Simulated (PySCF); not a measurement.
Trend along the second period: MSi cations

PBE0 with triple-zeta basis sets in PySCF, for the lowest determinant that a PBE0 search found; no spin–orbit coupling. De refers to high-spin ground-configuration atoms (the charge goes to the atom of lower measured ionisation energy or higher electron affinity, which is not always the lowest computed limit). A positive dipole points towards Si; it is taken about the centre of mass and depends on that origin.

```csv
M,basis,charged atom,state (unpaired electrons),Re (Å),ωe (cm⁻¹),De (eV),μ (D)
Li,def2-TZVP,Li+,"triplet (σ ↑, π ↑)",2.744,273,0.76,-7.34
B,def2-TZVPPD,Si+,"triplet (σ ↑, π ↑)",2.095,553,2.81,-0.56
C,def2-TZVPPD,Si+,"quartet (σ ↑, π ↑↑)",1.816,841,3.83,1.09
N,def2-TZVPPD,Si+,triplet (π ↑↑),1.786,798,2.73,2.56
O,def2-TZVPPD,Si+,doublet (σ ↑),1.516,1158,4.71,4.43
F,def2-TZVPPD,Si+,singlet (closed shell),1.537,1035,6.70,3.43
```

By what factor does the bond length vary along the series?

At PBE0 it runs from 1.516 Å (SiO⁺) to 2.744 Å (LiSi⁺), a factor of 1.81.

The rows differ in basis set, which adds steps of its own.

The state changes along the series, so neighbouring rows are not always alike in their bonding.

For an ion De counts to the pair picked by the measured ionisation energies or electron affinities, which need not be the lowest pair at this level. States were picked by a PBE0 search and need not be the measured ground states.
